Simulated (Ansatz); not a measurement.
For Ru (model structure, started from the omega type, P6/mmm, No. 191, 3 atoms in the cell), PBE in Ansatz (plane waves, PAW) gives:

| Quantity | Result |
|---|---|
| lattice constant a | 4.268 Å |
| lattice parameter c | 2.685 Å |

Task: What does PBE-D3(BJ) (Ansatz, an electronic-structure program, PAW) give for the same quantities?

Result: 
- lattice constant a: 4.237 Å (shrinks by 0.7 %)
- lattice parameter c: 2.660 Å (drops by 0.9 %)

Changes are worked out from the printed values.

Unless a cell is named, each level is at its own relaxed cell (PBE 14.12, PBE-D3(BJ) 13.78 Å³/atom).

Ansatz's density-functional and Hartree–Fock values are scalar-relativistic unless marked +SOC, with PAW data made under PBE.

A model structure was made by putting elements into a prototype or built by hand; it is no filed structure, need not be a known phase, and can be a saddle point held by its symmetry.
